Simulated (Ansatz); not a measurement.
## C5H8 (2,3-pentadiene): the vertical energy of the triplet above the singlet from total energies

C5H8: 13 atoms, total charge 0, spin state singlet. SMILES: `CC=C=CC`. Geometry: relaxed at PBE0-D4/def2-TZVP.

```xyz
13

C    -1.3433    0.2585    1.9104
C     0.0527    0.0584    1.4054
C     0.4364    0.2595    0.1771
C     0.8140    0.4568   -1.0538
C     0.7972   -0.5830   -2.1320
H    -1.7431   -0.6713    2.3262
H    -2.0069    0.5925    1.1126
H    -1.3639    1.0033    2.7117
H     0.7961   -0.2783    2.1269
H     1.1724    1.4481   -1.3283
H     0.4232   -1.5351   -1.7552
H     1.8022   -0.7414   -2.5349
H     0.1630   -0.2679   -2.9661
```

Both states at this one shape; open shells run unrestricted unless said. 1 Eh = 27.2114 eV.

```
                                                    level  program  singlet C5H8 (Eh)  triplet C5H8 (Eh)
                       B3LYP/6-31G* (spherical functions)   Ansatz        -195.289425        -195.114363
                        PBE0/6-31G* (spherical functions)   Ansatz        -195.039313        -194.868508
                       B3LYP/6-31G* (Cartesian functions)   Ansatz        -195.293432        -195.118346
CCSD/6-31G* (spherical functions), 5 core orbitals frozen   Ansatz        -194.620871        -194.443120
```

Problem. Work out the vertical gap, second state less first, at each level.

Solution. 
1. B3LYP/6-31G* (spherical functions): -195.114363 − (-195.289425) = 0.175062 Eh = 4.76 eV.
2. PBE0/6-31G* (spherical functions): -194.868508 − (-195.039313) = 0.170805 Eh = 4.65 eV.
3. B3LYP/6-31G* (Cartesian functions): -195.118346 − (-195.293432) = 0.175086 Eh = 4.76 eV.
4. CCSD/6-31G* (spherical functions): -194.443120 − (-194.620871) = 0.177751 Eh = 4.84 eV.

No measured value is set beside it here; the levels span 4.65 to 4.84 eV. The second state is spin-contaminated at CCSD/6-31G* (spherical functions) (⟨S²⟩ = 2.17).
